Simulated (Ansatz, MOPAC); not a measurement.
Bond stretch in LiH, singlet.

- AM1, restricted, heats of formation (MOPAC)
- FCI = full CI/aug-cc-pVQZ, frozen core (Ansatz, a quantum-chemistry and plane-wave program)

Energies relative to the lowest point of each curve near equilibrium, in kcal/mol:

| R / Å | AM1 |
|---|---|
| 1.22 | 29.6 |
| 1.35 | 10.7 |
| 1.45 | 3.3 |
| 1.51 | 1.1 |
| 1.67 | 0.7 |
| 1.73 | 2.1 |
| 1.86 | 7.1 |
| 1.99 | 13.7 |
| 2.61 | 50.0 |
| 3.21 | 76.9 |
| 4.32 | 103.3 |
| 5.50 | 115.6 |

Task: Estimate the FCI values at these points.

Result: 1.22: 17.9; 1.35: 6.6; 1.45: 2.2; 1.51: 0.8; 1.67: 0.3; 1.73: 0.9; 1.86: 3.4; 1.99: 6.9; 2.61: 26.9; 3.21: 42.8; 4.32: 55.5; 5.50: 57.2 (kcal/mol).

The restricted form behind AM1 keeps the bonding electrons paired and can't separate into open-shell fragments.
